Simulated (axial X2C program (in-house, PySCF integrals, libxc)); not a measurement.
# Excited states of SH⁻ by EOM-EE-CCSD

Computed with an in-house all-electron X2C program for linear molecules (integrals from PySCF): two-component X2C with atomic mean-field Coulomb and Gaunt terms, Gaussian nuclei, basis S dyall-av3z, H dyall-av3z with contracted cores.

R = 1.349 Å (near the PBE0 minimum at charge -1 of the determinant lowest at the starting distance; the state shown can have its own minimum elsewhere).

Hartree–Fock spinors of SH⁻ (one of each Kramers pair; a window near the gap, which can cut inner shells):

```json
{"ω": "1/2", "occupied": "yes", "ε (eV)": "-17.63", "character": "59% S s, 26% H s, 11% H p"}
{"ω": "1/2", "occupied": "yes", "ε (eV)": "-6.89", "character": "57% S p, 25% H s, 9% S s"}
{"ω": "1/2", "occupied": "yes", "ε (eV)": "-2.61", "character": "81% S p, 12% H p, 6% H d"}
{"ω": "3/2", "occupied": "yes", "ε (eV)": "-2.54", "character": "81% S p, 12% H p, 6% H d"}
{"ω": "1/2", "occupied": "no", "ε (eV)": "3.85", "character": "96% H s, 2% S s"}
{"ω": "1/2", "occupied": "no", "ε (eV)": "5.80", "character": "97% S p"}
{"ω": "1/2", "occupied": "no", "ε (eV)": "6.29", "character": "98% S p"}
{"ω": "3/2", "occupied": "no", "ε (eV)": "6.30", "character": "98% S p"}
{"ω": "1/2", "occupied": "no", "ε (eV)": "7.55", "character": "93% S s, 3% H p"}
{"ω": "1/2", "occupied": "no", "ε (eV)": "8.95", "character": "50% H p, 25% H s, 13% S d"}
```

Vertical excitation energies from the closed-shell determinant state of SH⁻:

```tsv
Ω	excitation (eV)	cm⁻¹	hole of the leading pair	particle of the leading pair	weight of the pair (for Ω = 0 its time-reversed partner can hold as much again)	singles weight
2	2.735	22060	81% S pπ, 13% H pπ, 7% H dπ	89% H sσ	0.94	0.94
1	2.753	22203	81% S pπ, 13% H pπ, 7% H dπ	89% H sσ	0.69	0.94
0⁻	2.782	22442	81% S pπ, 12% H pπ, 7% H dπ	89% H sσ	0.47	0.94
0⁺	2.782	22442	81% S pπ, 12% H pπ, 7% H dπ	89% H sσ	0.47	0.94
1	2.850	22988	81% S pπ, 12% H pπ, 7% H dπ	91% H sσ	0.69	0.93
2	4.124	33259	81% S pπ, 13% H pπ, 7% H dπ	92% S pσ	0.94	0.94
1	4.137	33368	81% S pπ, 13% H pπ, 7% H dπ	92% S pσ	0.80	0.94
1	4.161	33564	81% S pπ, 13% H pπ, 7% H dπ	97% S pπ	0.54	0.95
0⁻	4.162	33565	81% S pπ, 13% H pπ, 7% H dπ	96% S pπ	0.27	0.95
0⁺	4.171	33640	81% S pπ, 12% H pπ, 7% H dπ	92% S pσ	0.47	0.94
0⁻	4.171	33640	81% S pπ, 12% H pπ, 7% H dπ	91% S pσ	0.47	0.94
```

This point took 20 s on 1 thread of Arm Neoverse N1, on a shared host.

Reference electrons by ω block (each with its −ω partner): 1/2: 7, 3/2: 2. 8 electrons of SH⁻ correlated (inner shells frozen), 88 natural virtual spinors (a truncated set); levels can be off by some tenths of an eV. Roots sought by Ω: (0: 5, 1: 4, 2: 3, 3: 1); the list ends where they run out and leaves out roots under 60 % singles weight. The solver can skip a root, and states that need a further excitation, which the method places far too high, are missing though they may lie low or lowest. T1 of the reference 0.010 (Lee–Taylor). The highest Hartree–Fock level of the anion lies at -2.54 eV; relaxation, partly offset by correlation, puts the detachment threshold some tenths of an eV to over one eV lower in magnitude, and states above it are held by the basis set and are not bound; that holds for every row here. Number of frozen shells: S 2 s, 1 p; H none.
